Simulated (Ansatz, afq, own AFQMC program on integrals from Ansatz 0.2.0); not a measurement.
Two steps: Ansatz 0.2.0 writes the Fock matrix and Cholesky factors of the valence space, and afq projects on them the lowest state that overlaps trial and start.

```yaml
crystal:
  periodic: [false, false, false]
  atoms:
    - {symbol: Si, position_ang: [0.000000, -0.328332, 1.567631]}
    - {symbol: C, position_ang: [0.000000, -0.115915, -0.312937]}
    - {symbol: H, position_ang: [0.000000, 0.444248, -1.254693]}
basis:
  gaussian: {orbitals: cc-pVDZ}
magnetization: {spin_polarized: true, initial_magnetization: 3}
correlation: {method: ccsd_t, electrons: outside_noble_gas, hamiltonian_folder: ham}
```

```sh
$ ansatz run in.yaml --threads 1 --pin off --events-out ev --progress --plain --max-ram 1382MiB
```

afq runs on the folder ham with

```
--method phaseless --trial cisd --walkers 60 --populations 1 --least-time 40 --time-step 0.005 --steps-per-block 50 --equilibration-blocks 28 --max-blocks 300 --target-error 0.00036 --factor-cut 1e-05 --start spin_pure --seed 3948 --release-times 0.24,0.51,0.99,1.62,2.4 --release-step 0.03 --release-every 4 --taylor-order 6
```

Times are imaginary, in 1/Eh. The walk had a cap of 671 s.

Log:

```
orbitals 31  electrons 6 3  factors 222 of 362
reference energy -327.21912024 Eh
CCSD correlation -0.17574281 Eh in 14 cycles, weight of the determinant in the CISD state 0.8862
energy of the start -327.393714 Eh
 block  time / (1/Eh)  mean weight  energy / Eh
     1     0.250  1.0006  -327.392372
     2     0.500  0.9990  -327.393111
     3     0.750  0.9994  -327.395044
     4     1.000  0.9993  -327.395725
     5     1.250  0.9999  -327.396283
    10     2.500  1.0004  -327.397424
    31     7.750  0.9996  -327.402605
    56    14.000  1.0004  -327.399216
    81    20.250  1.0006  -327.399345
   106    26.500  0.9994  -327.398303
   121    30.250  0.9984  -327.396243
   131    32.750  1.0004  -327.399653
   136    34.000  1.0029  -327.409200
   156    39.000  1.0008  -327.406110
   181    45.250  0.9996  -327.401955
   206    51.500  1.0004  -327.397852
   216    54.000  0.9992  -327.398604
blocks merged  error / Eh  count
     1  0.000217  190
     2  0.000274  95
     4  0.000339  47
     8  0.000327  23
    16  0.000208  11
released: time / (1/Eh)  energy / Eh  error  mean overlap
  0.24  -327.401059  0.000416  0.9984
  0.51  -327.401371  0.000356  0.9949
  0.99  -327.401336  0.000386  0.9853
  1.62  -327.401387  0.000417  0.9623
  2.40  -327.401563  0.000499  0.9575
energy -327.400669 +/- 0.000339 Eh
(rows thinned)
```

The run passed its tests (sampling time, drift between the halves within three errors, error under three times the target), which doesn't prove that it has relaxed.

Against this walk (error 9.2 meV) on the same determinant: CCSD(T) 28.7 meV higher, CCSDT(Q) 11.7 meV lower (within the noise). The error is statistical and leaves out the bias of the constraint. Released to 2.40 1/Eh the energy moves by -24 ± 16 meV (both errors), within twice the noise.

Cautions: constraint bias not in the error; lower spins were not checked.

The walk took 2.7 min on 1 thread of Arm Neoverse V2 (shared host). The log's last line is the phaseless energy.

CCSDT and higher add their correlation energy to the determinant of the CCSD(T) run, since their own runs factorise the integrals more tightly (a shift of under 2 meV). A walk keeps the symmetry of its determinant, which the program's search chose and which needn't be the lowest solution, so a lower state of the same spin and another symmetry isn't excluded.
